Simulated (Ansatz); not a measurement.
Take GaP in the zinc blende structure (space group F-43m, No. 216; a = 5.439 Å) as the base.

Method: PBEsol (Ansatz, a program for electronic structure), scalar-relativistic without spin-orbit coupling, earlier PAW set.

One thing is altered: Al takes the place of Ga on all its sites, then cell and atoms are relaxed.

Measured band gap: GaP 2.43 eV (static lattice; corrected from measurement; as listed in Wei Chen et al., Physical Review Materials (2018)); AlP 2.54 eV (static lattice; corrected from measurement; as listed in Wei Chen et al., Physical Review Materials (2018)).

Measured lattice parameter a: GaP 5.439 Å (static lattice; corrected from measurement; as listed in Daniel Mejia-Rodriguez, S. B. Trickey, Phys. Rev. B (2018)); AlP 5.451 Å (static lattice; corrected from measurement; as listed in Daniel Mejia-Rodriguez, S. B. Trickey, Phys. Rev. B (2018)).

Question: How well does PBEsol reproduce the measured shift?

Answer: With PBEsol the band gap moves by -0.00 eV (1.45 → 1.45) against +0.11 eV measured; the lattice parameter a moves by +0.031 Å (5.439 → 5.470) against +0.012 Å measured.

Whether these cells are dynamically stable was not tested.
